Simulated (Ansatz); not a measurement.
**B–AlH2, triplet along the scale of all distances**

Starting geometry (PBE0/def2-TZVP stationary point for this spin, not checked as a minimum):

```yaml
atoms:
  - { symbol: B, position_ang: [0.0000, 0.0000, 1.5511] }
  - { symbol: Al, position_ang: [0.0000, 0.0000, -0.5282] }
  - { symbol: H, position_ang: [0.0000, -1.4113, -1.2487] }
  - { symbol: H, position_ang: [0.0000, 1.4113, -1.2487] }
```

From there all distances are scaled together; atoms are numbered as listed. Energies are in eV, counted from the starting geometry at the same level. Kohn–Sham curves are unrestricted where that lies lower.

Basis 6-31G; Ansatz 0.2.0. Only valence electrons are correlated (noble-gas cores frozen).

Unrestricted Kohn–Sham rows aren't spin-pure: their determinants' ⟨S²⟩ exceeds S(S+1) by up to 0.81, so they mix in states of higher spin. A value is left out where its run failed or describes another state than the reference as far as symmetry and spin tell, or, spin-broken singlets apart, can't be checked. The reference follows the lowest state, whose symmetry changes from B1 to A1 between 1.507 and 1.720.

In so small a basis the reference is far from its limit while semilocal and hybrid functionals are nearer theirs (RPA and double hybrids share much of the reference's basis error), so the functionals' errors here hold much of the reference's basis and frozen-core error, which can add to them or hide them.

Full CI is exact within this basis and frozen core; it isn't the basis-set limit.

```
scale of all distances  full CI    PBE  r2SCAN  B97M-V   PBE0  B3LYP  CAM-B3LYP  wB97M-V  B2PLYP  RPA-PBE
                 0.873    1.679  1.527   1.469   1.451  1.478  1.442      1.385    1.400   1.479    1.741
                 1.000    0.000  0.000   0.000   0.000  0.000  0.000      0.000    0.000   0.000    0.000
                 1.116    0.306  0.385   0.474   0.453  0.477  0.471      0.548    0.545   0.479    0.222
                 1.311    2.073  2.258   2.529   2.412  2.553  2.455      2.696    2.694   2.543    1.842
                 1.507    3.631  4.097   4.486   4.300  4.467  4.199      4.474    4.487   4.287    3.356
                 1.720    4.540      –   5.724       –  5.606  5.235      5.465    5.501   5.233        –
                 2.025    5.206  6.310   6.575   6.533  6.473  6.085      6.293    6.396   5.997    4.840
                 2.377    5.679  6.983   7.172   7.262  7.019  6.698      6.843    6.961   6.489    5.354
```
